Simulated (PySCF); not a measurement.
# S4: relaxation and vibrations of the singlet

Aim: relax S4 as a singlet from a trigonal pyramidal start, check by its vibrations whether the end is a minimum, and collect its spectrum and constants.

Program: PySCF 2.14.0. Level of theory: PBE0, basis S def2-TZVP, no relativity, density fitting. These are calculated values, not measurements.

## (1) Starting geometry

4 atoms, charge 0, spin multiplicity 1.

Bond lengths: S1–S2 1.880 Å, S1–S3 1.880 Å, S1–S4 1.880 Å. Angles: S2–S1–S3 99.8°, S2–S1–S4 99.8°, S3–S1–S4 99.8°.

Coordinates in bohr (charge 0 multiplicity 1):
```
S     0.0000    0.0000   -1.2509
S     3.1369   -0.0001    0.4170
S    -1.5684    2.7166    0.4170
S    -1.5685   -2.7166    0.4170
```

## (2) Relaxation: trigonal pyramidal start, singlet

One driver script runs all steps and calls PySCF; scf.py shows how it sets up the SCF of each step. The optimiser is the driver's own. Before each start the driver seeks the lowest SCF state from one or more starting densities and follows internal instabilities, so scf.py alone need not reach the same state.

The program finds C3v symmetry in the start, which this walk keeps. The walk stops when the largest gradient is under 0.0003 Eh/bohr and the energy has settled too.

scf.py reads:

```python
from pyscf import gto, scf, dft
mol = gto.M(atom='''
S     -0.000003    -0.000002    -0.661950
S      1.659966    -0.000027     0.220642
S     -0.829958     1.437587     0.220650
S     -0.830006    -1.437558     0.220658''',
    basis={'S': 'def2-TZVP'},
    charge=0, spin=0)
mf = dft.RKS(mol, xc='PBE0')
mf.grids.atom_grid = (50, 194)
aux = {'S': 'def2-universal-JKFIT'}
mf = mf.density_fit(auxbasis=aux)
mf.kernel()
```

After this run come: Frequencies; Downhill along the imaginary mode; Vibrations and properties at this point.

Before running it: what results should come out? Wanted: minimum; geometry; wavenumbers; dipole moment; highest occupied, lowest empty level; polar-tensor charge of S1; zero-point energy; atomisation energy.

The runs gave:

| quantity | value |
| --- | --- |
| minimum | singlet, Cs |
| geometry | S–S 1.895 Å, S–S 2.079 Å, S–S 2.131 Å (×2); S–S–S 58.4°, S–S–S 60.8° (×2), S–S–S 115.9° (×2) |
| wavenumbers (cm⁻¹) | 181 (a''), 229 (a'), 347 (a''), 427 (a'), 578 (a'), 696 (a') |
| dipole moment | 1.04 D |
| highest occupied, lowest empty level | -6.82, -2.85 eV |
| polar-tensor charge of S1 | +0.96 e |
| zero-point energy | 14.7 kJ/mol |
| entropy at 298.15 K | 312.8 J/(mol K) |
| atomisation energy (no zero-point energy) | 923 kJ/mol |

**Reading.** The trigonal pyramidal start (C3v) ends in a minimum of Cs symmetry, after a stop at a second-order saddle point 220.4 kJ/mol higher, from which it was pushed off along an imaginary mode. In the infrared the band at 696 cm⁻¹ (a') leads. Other starts or spin states, not run here, may lie lower.
